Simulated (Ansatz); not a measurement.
Saddle point of CH$_{5}$O, doublet (CH₄O ([CH3][OH]) + H → CH₃O ([CH3][O]) + H₂; bonds formed: H1–H4; bonds broken: H1–O2), PBE0-D4/def2-TZVP structure:

```
7
angstrom
H -0.7386 -1.1547 0.3981
O -0.0348 -0.7605 -0.5445
C 0.3906 0.5342 -0.2715
H -1.2101 -1.2909 1.1315
H 1.0254 0.5995 0.6201
H -0.4352 1.2517 -0.1972
H 1.0026 0.8209 -1.1366
```

Energies are electronic, without zero-point energy. Barriers and step energies count from the start structure reached by relaxing down the imaginary mode; all methods use the PBE0-D4 structures, on which another method's saddle can fall below an end. Program: Ansatz 0.2.0. Basis: def2-TZVPP, with def2-QZVPP for the basis limit. Cores are frozen in the correlated methods; orbitals are unrestricted. B3LYP uses VWN-RPA correlation. Extrapolation: Hartree–Fock as exp(−7.88 √X), correlation as X^−2.97.

```csv
method,barrier (kJ/mol),step energy (kJ/mol)
SPW92,9.4,27.8
PBE-D4,23.1,4.8
BLYP-D4,?,-16.5
r2SCAN-D4,22.0,-9.2
B97M-V,33.0,-7.9
PBE0-D4,?,6.2
B3LYP-D4,26.8,-12.4
r2SCAN0-D4,36.2,-9.2
BHLYP-D4,45.7,-16.1
CAM-B3LYP-D4,38.5,-3.5
wB97X-V,51.9,1.1
wB97M-V,?,2.9
B2PLYP,49.6,3.4
PBE-QIDH,69.4,18.5
RPA on PBE,51.7,-3.6
HF,94.5,-23.6
MP2,103.2,48.3
CCSD,66.3,3.6
CCSD(T),64.0,8.5
```

(1) Fill in the withheld barriers. (An estimate is asked for; the value comes from the calculation.)

No T1 diagnostic of these runs exceeds 0.023. ⟨S²⟩ of the unrestricted Hartree–Fock references: 0.75 to 0.79 (a pure state has 0.75).

Results:

(1) Computed: PBE0-D4 42.7; BLYP-D4 10.5; wB97M-V 53.1 kJ/mol. Each is the energy of the saddle less that of the start structure, by the same method.

For comparison, the barrier by CCSD(T) at an estimated basis limit (MP2 extrapolated from triple and quadruple zeta, plus CCSD(T) − MP2 in triple zeta) is 67.4 kJ/mol.

Labels in which every atom is bracketed show which atoms are joined, not bond orders.

For scale, one of the runs: CCSD(T)/def2-TZVPP, 132 basis functions (an equivalent command: `ansatz run in.yaml --threads 2`). Time: 28 s of wall clock on 2 CPU threads; the host was shared. Peak host memory: 1.6 GiB.
